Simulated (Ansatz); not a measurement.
Structure relaxation of HfSnIr

The calculation used Ansatz, DFT PBEsol, scalar-relativistic, plane waves, PAW.

The start is a database structure of HfSnIr, space group P-62m (No. 189).

The final relaxation ran on this input, with the default PAW datasets:

```yaml
crystal:
  lattice:
    - [7.2970451497, 0.0, 0.0]
    - [-3.6485225749, 6.3194264722, 0.0]
    - [0.0, 0.0, 3.69680579]
  atoms:
    - { symbol: Hf, position: [0.39438317, 0.39438317, 0.5] }
    - { symbol: Hf, position: [0.60561683, 0.0, 0.5] }
    - { symbol: Hf, position: [0.0, 0.60561683, 0.5] }
    - { symbol: Sn, position: [0.7324105, 0.7324105, 0.0] }
    - { symbol: Sn, position: [0.2675895, 0.0, 0.0] }
    - { symbol: Sn, position: [0.0, 0.2675895, 0.0] }
    - { symbol: Ir, position: [0.66666667, 0.33333333, 0.0] }
    - { symbol: Ir, position: [0.33333333, 0.66666667, 0.0] }
    - { symbol: Ir, position: [0.0, 0.0, 0.5] }
basis:
  ecutwfc: 420
kpoints:
  mp_grid: { grid: [6, 6, 10] }
hamiltonian:
  xc: pbesol
scf:
  occupations: { method: gaussian, width: 0.1 }
output:
  forces: true
  stress: true
  eigenvalues: true
  write_density: true
  write_potential: true
  elf: true
  volumetric_format: npy
relax:
  adjacent_minimum: "off"
  f_tol: 0.01
  max_steps: 80
  cell: { stress_tol: 0.05 }
```

Launched as:

```bash
ansatz run input.yaml --threads 1 --pin off --max-ram 2560MiB --backend cpu --events-out ev --progress --plain --runs-dir out
```

Time: 15 min on 1 thread of Intel(R) Xeon(R) Processor @ 2.50GHz (Skylake/Cascade Lake), on a shared host, peak memory 0.85 GiB.

The program printed at the end:

```
SCF converged after 6 iterations
Free energy (F): -100046.856708 eV
Harris-Foulkes:  -100046.856708 eV  (|F-HF|=2.91e-11)
Internal energy: -100046.846249 eV  (E = F + TS)
E sigma→0 (E₀):  -100046.851478 eV
Entropy (-TS):   -0.010459 eV (-1.162 meV/atom)
Fermi energy:    20.019485 eV
--- Per-component energies (eV) ---
  E_band       = -313.046107
  E_kinetic    = 3712.152134
  E_local      = -21277.956299  (includes V_loc(G=0)·N_el)
  E_nonlocal   = -3575.756570
  E_hartree    = 10171.868838
  E_xc         = -2832.217790
  E_vxc        = -1991.714432  (∫ρ·V_xc dr)
  E_paw        = -59893.932432  (= ΣΔE_a)
  E_vpaw       = 2476.491445  (= ΣTr[D̂ρ^β])
  E_aug_tail   = 0.000176  (compensation charges beyond the density's cutoff)
  E_ewald      = -26356.407955
  E_core_change = 5.403648  (= ΣΔE_core)
  E_smearing   = -0.010459  (= −TS)
  E_closure    = 0.000000  (closes the sum)
  Σ components = -100046.856708   (vs F -100046.856708, Δ=0.00e0)
--- Forces (eV/Å), atoms counted from 1 ---
  atom   1  Hf     0.00168071     0.00291108     0.00000000
  atom   2  Hf    -0.00336143     0.00000000     0.00000000
  atom   3  Hf     0.00168071    -0.00291108     0.00000000
  atom   4  Sn    -0.00230780    -0.00399722     0.00000000
  atom   5  Sn     0.00461559     0.00000000     0.00000000
  atom   6  Sn    -0.00230780     0.00399722     0.00000000
  atom   7  Ir     0.00000000     0.00000000     0.00000000
  atom   8  Ir     0.00000000     0.00000000     0.00000000
  atom   9  Ir     0.00000000     0.00000000     0.00000000
  max |Σ_I F_I| component: 7.60e-17 eV/Å
--- Stress (GPa, compression-positive) ---
        0.006325       0.000000       0.000000
        0.000000       0.006325       0.000000
        0.000000       0.000000       0.002383
  P = ⅓ Tr σ = 0.0050 GPa (0.050 kbar)
--- Relaxed structure (5 steps of the walk, 4 accepted, 1 SCFs on fresh bases) ---
  F+E_penalty+E_count = -100046.85670788 eV   max|allowed force component| = 4.616e-3 eV/Å   (the final SCF, on the basis selected at the relaxed cell)
  cell:  # Å, volume = 167.7840 Å³
    - [7.281621, 0.000000, 0.000000]
    - [-3.640811, 6.306069, 0.000000]
    - [0.000000, 0.000000, 3.653959]
  atoms:
    - { symbol: Hf, position: [0.394751, 0.394751, 0.5] }
    - { symbol: Hf, position: [0.605249, 0.000000, 0.5] }
    - { symbol: Hf, position: [0.000000, 0.605249, 0.5] }
    - { symbol: Sn, position: [0.732007, 0.732007, 0.000000] }
    - { symbol: Sn, position: [0.267993, 0.000000, 0.000000] }
    - { symbol: Sn, position: [0.000000, 0.267993, 0.000000] }
    - { symbol: Ir, position: [0.666667, 0.333333, 0.000000] }
    - { symbol: Ir, position: [0.333333, 0.666667, 0.0] }
    - { symbol: Ir, position: [0.000000, 0.000000, 0.5] }
```

Total energies depend on the potentials used, so only differences within one code and one set of settings carry meaning.

The result has space group P-62m (No. 189). Around Hf lie 5 Ir at 2.87–2.89 Å and 6 Sn at 3.06–3.13 Å; around Sn lie 4 Ir at 2.67–2.70 Å and 2 Hf at 3.06 Å (next Hf at 3.13 Å); around Ir on Wyckoff site c (2 atoms of the primitive cell) lie 3 Sn at 2.70 Å and 6 Hf at 2.89 Å; around Ir on Wyckoff site b (1 atom of the primitive cell) lie 6 Sn at 2.67 Å and 3 Hf at 2.87 Å.

Against the elements it lies at -0.70 eV/atom. The zero of energy is the elements' standard structures at the same level; no fitted shifts are applied.

The k mesh leaves about 4 meV/atom of noise in metals. Spin–orbit coupling is left out.

Symmetry constrained the relaxation, so the result can be a saddle point.